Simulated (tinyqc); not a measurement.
Inside a calculation. Method: RHF in the sto-3g basis, for LiH, spin multiplicity 1. One step of it, computed by the program tinyqc.

Question. Iteration 3: building the Fock matrix. J_ij = sum D_kl (ij|kl), K_ij = sum D_kl (ik|jl); F = H + J - 0.5 K; E = tr D H + tr D J / 2 - 0.25 tr D K + E_nn.

D after iteration 2, lower triangle:
```
            1Li 1s    1Li 2s   1Li 2px   1Li 2py   1Li 2pz     2H 1s
1Li 1s    2.017196
1Li 2s   -0.097476  0.525202
1Li 2px   0.000000  0.000000  0.000000
1Li 2py   0.000000  0.000000  0.000000  0.000000
1Li 2pz  -0.090369  0.279081  0.000000  0.000000  0.149042
2H 1s    -0.194444  0.615454  0.000000  0.000000  0.328587  0.724433
```

core Hamiltonian H = T + V (hartree), lower triangle:
```
            1Li 1s     1Li 2s    1Li 2px    1Li 2py    1Li 2pz      2H 1s
1Li 1s   -4.669761
1Li 2s   -1.048160  -1.353769
1Li 2px   0.000000   0.000000  -1.101109
1Li 2py   0.000000   0.000000   0.000000  -1.101109
1Li 2pz  -0.010236  -0.098575   0.000000   0.000000  -1.177776
2H 1s    -0.121815  -0.471208   0.000000   0.000000  -0.629089  -1.257293
```

Two-electron integrals (ij|kl) in chemists' order, unique and non-zero (hartree):
```
(11|11) 1.680395   (21|11) 0.265420   (21|21) 0.049941   (22|11) 0.397727
(22|21) 0.092860   (22|22) 0.290562   (31|31) 0.008981   (32|31) 0.013788
(32|32) 0.064184   (33|11) 0.396640   (33|21) 0.092880   (33|22) 0.290497
(33|33) 0.312946   (41|41) 0.008981   (42|41) 0.013788   (42|42) 0.064184
(43|43) 0.016869   (44|11) 0.396640   (44|21) 0.092880   (44|22) 0.290497
(44|33) 0.279207   (44|44) 0.312946   (51|51) 0.008981   (52|51) 0.013788
(52|52) 0.064184   (53|53) 0.016869   (54|54) 0.016869   (55|11) 0.396640
(55|21) 0.092880   (55|22) 0.290497   (55|33) 0.279207   (55|44) 0.279207
(55|55) 0.312946   (61|11) 0.028742   (61|21) 0.005454   (61|22) 0.010399
(61|33) 0.010277   (61|44) 0.010277   (61|51) 0.000684   (61|52) 0.001333
(61|55) 0.010649   (61|61) 0.000657   (62|11) 0.096061   (62|21) 0.022835
(62|22) 0.079410   (62|33) 0.074911   (62|44) 0.074911   (62|51) 0.003589
(62|52) 0.024731   (62|55) 0.088335   (62|61) 0.003016   (62|62) 0.040575
(63|31) 0.001498   (63|32) 0.007748   (63|53) 0.003461   (63|63) 0.002356
(64|41) 0.001498   (64|42) 0.007748   (64|54) 0.003461   (64|64) 0.002356
(65|11) 0.127992   (65|21) 0.030653   (65|22) 0.109854   (65|33) 0.102289
(65|44) 0.102289   (65|51) 0.005523   (65|52) 0.038094   (65|55) 0.124878
(65|61) 0.004155   (65|62) 0.060571   (65|65) 0.091146   (66|11) 0.263510
(66|21) 0.063481   (66|22) 0.243974   (66|33) 0.222939   (66|44) 0.222939
(66|51) 0.010103   (66|52) 0.090129   (66|55) 0.285938   (66|61) 0.008541
(66|62) 0.161518   (66|65) 0.248520   (66|66) 0.774606
```

nuclear repulsion = 0.79099733 hartree

Give: Coulomb J; exchange K; Fock matrix F; total energy of this density.

Answer.

Coulomb J (hartree), lower triangle:
```
         1Li 1s  1Li 2s  1Li 2px  1Li 2py  1Li 2pz   2H 1s
1Li 1s   3.9880
1Li 2s   0.6804  1.3227
1Li 2px  0.0000  0.0000   1.2931
1Li 2py  0.0000  0.0000   0.0000   1.2931
1Li 2pz  0.0212  0.1536   0.0000   0.0000   1.3750
2H 1s    0.0770  0.4629   0.0000   0.0000   0.6617  1.6584
```

exchange K (hartree), lower triangle:
```
          1Li 1s  1Li 2s  1Li 2px  1Li 2py  1Li 2pz   2H 1s
1Li 1s    3.3620
1Li 2s    0.5471  0.3793
1Li 2px   0.0000  0.0000   0.0646
1Li 2py   0.0000  0.0000   0.0000   0.0646
1Li 2pz  -0.0039  0.2509   0.0000   0.0000   0.2886
2H 1s     0.0593  0.4185   0.0000   0.0000   0.4602  0.9887
```

Fock matrix F (hartree), lower triangle:
```
          1Li 1s   1Li 2s  1Li 2px  1Li 2py  1Li 2pz    2H 1s
1Li 1s   -2.3627
1Li 2s   -0.6413  -0.2207
1Li 2px   0.0000   0.0000   0.1597
1Li 2py   0.0000   0.0000   0.0000   0.1597
1Li 2pz   0.0129  -0.0705   0.0000   0.0000   0.0529
2H 1s    -0.0745  -0.2175   0.0000   0.0000  -0.1976  -0.0932
```

total energy of this density = -7.828509 hartree
